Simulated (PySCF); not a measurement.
Molecule: SMILES [C-]#[N+]CCC, C₄H₇N.

Geometry:
```csv
atom,x (Å),y (Å),z (Å)
C1,2.325,1.070,1.125
N2,1.677,0.209,0.660
C3,0.853,-0.791,0.092
C4,-0.308,-0.204,-0.705
C5,-1.254,0.642,0.129
H6,0.475,-1.428,0.909
H7,1.480,-1.429,-0.552
H8,-0.848,-1.050,-1.162
H9,0.104,0.390,-1.538
H10,-0.729,1.499,0.578
H11,-2.076,1.037,-0.485
H12,-1.700,0.056,0.948
```

Geometry PBE0-D3(BJ)/def2-SVP throughout; GIAO in PySCF 2.14, gas phase, one conformer, non-relativistic; equivalent atoms averaged; functional PBE0.

For orientation, 6-31G* gives these shifts δ (against TMS, NH3 at the same level): C1 163.7, C3 40.7, C4 23.6, C5 12.0, N2 159.4, H6/H7 3.19, H8/H9 1.54, H10/H11/H12 1.18 ppm.

A run gave: C1 177.9, C3 42.8, C4 26.6, C5 12.3, N2 192.2, H6/H7 3.26, H8/H9 1.52, H10/H11/H12 1.10 ppm (shifts δ (against TMS, NH3 at the same level)).

**Question.** Which basis set was used in that run?
A. 6-311+G(2d,p)
B. pcSseg-0
C. def2-TZVP
D. aug-cc-pVDZ

**Answer.** C. C1 tells them apart best: def2-TZVP gives 177.9, aug-cc-pVDZ gives 169.3, pcSseg-0 gives 185.1, 6-311+G(2d,p) gives 175.2 ppm.
